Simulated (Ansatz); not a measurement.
## Relaxing IrOs

These are results of Ansatz, DFT r2SCAN, scalar-relativistic, plane waves, PAW, not measurements. Cutoff 500 eV, Γ-centred k mesh, Gaussian smearing, no spin polarisation in the final step.

IrOs was placed on the CuAu (L1_0) structure type (P4/mmm, No. 123), with Ir in place of Cu, Os in place of Au, at a guessed volume.

```
Os Ir
1.0
     2.81099    0.00000    0.00000
     0.00000    2.81099    0.00000
     0.00000    0.00000    3.68441
Os Ir
1 1
Direct
  0.00000 0.00000 0.00000
  0.50000 0.50000 0.50000
```

Steps on the 6×6×6 mesh (2 atoms). 5 of 6 steps are shown, and the free energy counts from the last. Trial steps that were taken back and renewals of the plane-wave basis can be among the rows.

| step | ΔF (meV/atom) | V (Å³/atom) | P (GPa) |
| --- | --- | --- | --- |
| 1 | 86.9 | 14.56 | -9.47 |
| 2 | 17.9 | 13.74 | 12.64 |
| 3 | 9.0 | 14.45 | -7.94 |
| 4 | -0.1 | 14.16 | -0.35 |
| 6 | 0.0 | 14.15 | 0.00 |

A final relaxation ran on a 20×20×14 mesh. The relaxed crystal, P4/mmm (No. 123):

```
Os Ir
1.0
     2.70117    0.00000    0.00000
     0.00000    2.70117    0.00000
     0.00000    0.00000    3.86490
Os Ir
1 1
Direct
  0.00000 0.00000 0.00000
  0.50000 0.50000 0.50000
```

| Property | Result |
| --- | --- |
| Volume per atom | 14.10 Å³ |
| Density | 22.52 g/cm³ |
| Energy over the elements | 0.05 eV/atom |
| Gap on the 20×20×14 mesh | 0 eV (a metal) |

The zero of energy is the elements' standard structures at the same level; no fitted shifts are applied.

The final run used a 20×20×14 mesh on its 2-atom cell and 0.10 eV smearing. The k mesh leaves about 4 meV/atom of noise in metals. Spin–orbit coupling is left out.

A structure relaxed within its symmetry needn't be a true minimum.

Cost: 3 runs of about 3.4 core-minutes in all, on Arm Neoverse V2 (shared hosts).